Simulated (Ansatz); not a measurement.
## Property card for ZrFe2

Computed with Ansatz, DFT PBEsol, scalar-relativistic, plane waves, PAW.

Plane waves to 420 eV, a k mesh through Γ of 10×10×10 on the computed 6-atom cell and Gaussian smearing (0.10 eV); collinear spin from starting moments -0.35 -0.35 1.9 1.9 1.9 1.9 μB.

The structure is relaxed at this level of theory with its symmetry kept. Whether it is the stable form of this composition wasn't checked.

It takes space group Fd-3m (No. 227, cubic). The conventional cell has a = 6.921 Å, b = 6.921 Å, c = 6.921 Å, α = 90.00°, β = 90.00°, γ = 90.00°. Around Zr (site symmetry -43m) lie 12 Fe at 2.87 Å and 4 Zr at 3.00 Å. Fe (site symmetry -3m) has 6 Fe at 2.45 Å as nearest neighbours.

```
Volume per atom                                                   : 93.2 bohr³
Formation energy from the elements' standard states (uncorrected) : -0.316 eV/atom
Kohn–Sham band gap                                                : none (metal)
Density of states at the Fermi level                              : 4.61 states/eV per cell
Löwdin character within 0.5 eV of the Fermi level                 : Fe 3d 68 %, Zr 4d 21 %, unprojected 4 %
Bader charges (e)                                                 : Zr (2 in the cell) 1.22, Fe (4 in the cell) -0.61
Total moment                                                      : 5.83 μB per cell
Site moments (μB; atoms counted from 1 over the whole cell)       : Zr (atom 1) -0.32, Zr (atom 2) -0.32, Fe (atom 3) 1.73, Fe (atom 4) 1.73, Fe (atom 5) 1.73, Fe (atom 6) 1.73
```

Only this magnetic start was tried.

Cost: 9 runs of about 18 core-minutes in all, on Arm Neoverse N1 (shared hosts).